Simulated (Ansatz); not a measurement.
## H₂Si–GeH, doublet: the ladder up to UCCSDT(Q)

Geometry: a PBE0/def2-TZVP stationary point for this spin, not checked as a minimum.

```xyz
5

Si    0.0000    0.0181    1.6516
Ge    0.0000   -0.0284   -0.7002
H     0.0000    1.1857    2.5806
H     0.0000   -1.2094    2.4992
H     0.0000    1.5656   -0.6371
```

Basis cc-pVTZ; Ansatz 0.2.0. Correlated methods freeze the noble-gas cores and the filled d shells of p-block atoms, which leaves 11 electrons in 100 orbitals. Prefix R: restricted or restricted open-shell reference; prefix U: unrestricted. Active spaces: valence = (11e, 11o) chosen from the atoms' valence shells. No spin–orbit coupling is included, and no scalar relativity.

Full CI isn't at hand for all of this; UCCSDT(Q) serves as the reference, and is uncertain by about the last step of the cluster series. The frozen core follows each run's orbitals, which can shift R against U totals by a few meV for light atoms and by up to 0.1 eV past Ca.

The UHF ⟨S²⟩ is 0.769, the T1 diagnostic (RCCSD) is 0.0188 and the largest doubles amplitude (RCCSD) is 0.047. The T1 diagnostic (UCCSD) is 0.0192.

```json
{"level": "UHF", "E − E(UCCSDT(Q)) (kJ/mol)": "675.6", "share of correlation (%)": "1.30", "wall time": "–"}
{"level": "UMP2", "E − E(UCCSDT(Q)) (kJ/mol)": "135.5", "share of correlation (%)": "80.20", "wall time": "–"}
{"level": "UCCSD", "E − E(UCCSDT(Q)) (kJ/mol)": "31.6", "share of correlation (%)": "95.39", "wall time": "–"}
{"level": "UCCSD(T)", "E − E(UCCSDT(Q)) (kJ/mol)": "5.6", "share of correlation (%)": "99.18", "wall time": "14 s (H100)"}
{"level": "UCCSDT", "E − E(UCCSDT(Q)) (kJ/mol)": "1.4", "share of correlation (%)": "99.79", "wall time": "–"}
```

The correlation energy at UCCSDT(Q), counted from RHF, is -7.094 eV. That run took 19 s on 2 threads of AMD EPYC 7R13 with a shared H100 80 GB, shared host.

Run but not shown, since their state or frozen core can't be matched to the reference's or they repeat it: RHF, RMP2, RCCSD, RCCSD(T), BCCD(T), RCCSDT, RCCSDT(Q), CASSCF (valence space), NEVPT2 (valence space).

Times hold each run's SCF and search for its determinant on a shared host, so for small cases they say little of a method's own cost.

Natural occupations of CASSCF (valence space) about the gap: 1.985 1.980 1.974 1.965 1.934 0.997 0.052 0.045 0.031 0.020; effectively unpaired electrons, Σ n²(2−n)², 1.05.

Atomization energy (electronic, same basis, no zero-point term; atoms at the same level, unrestricted beside the R rows where the molecule is a closed shell, but restricted open-shell past Ca, as are all atoms' steps beyond CCSDT(Q)) at UCCSDT(Q): 1117.3 kJ/mol. Errors of other levels:

```
   level  error (kJ/mol)
     UHF          -286.1
    UMP2           -34.1
   UCCSD           -16.5
UCCSD(T)            -2.1
  UCCSDT            -1.2
```

This basis is far from its limit, so the value isn't to be set against a measured one.
